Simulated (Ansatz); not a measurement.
AlB, triplet in cc-pVDZ: errors against full CI

Geometry: a point of a stretch scan, not a stationary point.

```yaml
atoms:
  - { symbol: B, position_ang: [0.0000, 0.0000, 0.0000] }
  - { symbol: Al, position_ang: [0.0000, 0.0000, 2.8280] }
```

Basis cc-pVDZ; Ansatz 0.2.0. Only valence electrons are correlated (noble-gas cores frozen), which leaves 6 electrons in 26 orbitals. R marks a restricted (for open shells ROHF) determinant, U an unrestricted one. Active spaces: pair = (4e, 4o) about the gap; valence = (6e, 8o) chosen from the atoms' valence shells.

Full CI is exact within this basis and frozen core; it isn't the basis-set limit. The frozen core follows each run's orbitals, which can shift R against U totals by a few meV.

For open shells CISD is restricted-active-space CI with the open shells as a complete middle space.

The UHF ⟨S²⟩ is 2.049 and the T1 diagnostic (RCCSD) is 0.0684. The largest doubles amplitude (RCCSD) is 0.114 and the T1 diagnostic (UCCSD) is 0.0695.

```json
{"level": "RHF", "E − E(full CI) (mEh)": "132.24", "share of correlation (%)": "0.00", "wall time": "–"}
{"level": "UHF", "E − E(full CI) (mEh)": "125.78", "share of correlation (%)": "4.88", "wall time": "–"}
{"level": "RMP2", "E − E(full CI) (mEh)": "44.88", "share of correlation (%)": "66.06", "wall time": "–"}
{"level": "UMP2", "E − E(full CI) (mEh)": "46.82", "share of correlation (%)": "64.59", "wall time": "–"}
{"level": "CISD", "E − E(full CI) (mEh)": "15.22", "share of correlation (%)": "88.49", "wall time": "1.7 s"}
{"level": "RCCSD", "E − E(full CI) (mEh)": "8.50", "share of correlation (%)": "93.57", "wall time": "–"}
{"level": "UCCSD", "E − E(full CI) (mEh)": "8.29", "share of correlation (%)": "93.73", "wall time": "–"}
{"level": "RCCSD(T)", "E − E(full CI) (mEh)": "3.06", "share of correlation (%)": "97.69", "wall time": "4.9 s"}
{"level": "UCCSD(T)", "E − E(full CI) (mEh)": "3.31", "share of correlation (%)": "97.50", "wall time": "5.5 s"}
{"level": "BCCD(T)", "E − E(full CI) (mEh)": "2.87", "share of correlation (%)": "97.83", "wall time": "5.5 s"}
{"level": "RCCSDT", "E − E(full CI) (mEh)": "0.50", "share of correlation (%)": "99.62", "wall time": "–"}
{"level": "UCCSDT", "E − E(full CI) (mEh)": "0.50", "share of correlation (%)": "99.62", "wall time": "–"}
{"level": "RCCSDT(Q)", "E − E(full CI) (mEh)": "0.07", "share of correlation (%)": "99.95", "wall time": "11 s"}
{"level": "UCCSDT(Q)", "E − E(full CI) (mEh)": "0.04", "share of correlation (%)": "99.97", "wall time": "12 s"}
{"level": "CASSCF (valence space)", "E − E(full CI) (mEh)": "63.58", "share of correlation (%)": "51.92", "wall time": "–"}
{"level": "NEVPT2 (valence space)", "E − E(full CI) (mEh)": "16.76", "share of correlation (%)": "87.32", "wall time": "4.2 s"}
{"level": "MRCISD (valence space)", "E − E(full CI) (mEh)": "2.98", "share of correlation (%)": "97.75", "wall time": "–"}
{"level": "MRCISD+Q (valence space)", "E − E(full CI) (mEh)": "-0.47", "share of correlation (%)": "100.36", "wall time": "5.5 s"}
```

The correlation energy at full CI, counted from RHF, is -3.598 eV. That run took 33 s on 1 thread of Arm Neoverse N1, shared host over 1,689,856 determinants.

Run but not shown, since their state or frozen core can't be matched to the reference's or they repeat it: CASSCF (pair space), MRCISD (pair space), MRCISD+Q (pair space).

Times hold each run's SCF and search for its determinant on a shared host, so for small cases they say little of a method's own cost; they ran on 1 thread of Arm Neoverse N1.

More than 5 meV below full CI, which no variational method can be: MRCISD+Q (valence space).

The full-CI state has the irrep B1 of C2v, in the program's axes (one component, if the state is degenerate).

Natural occupations of full CI about the gap: 1.906 1.858 0.962 0.944 0.086 0.071 0.053 0.045 0.011 0.009; effectively unpaired electrons, Σ n²(2−n)², 2.16.
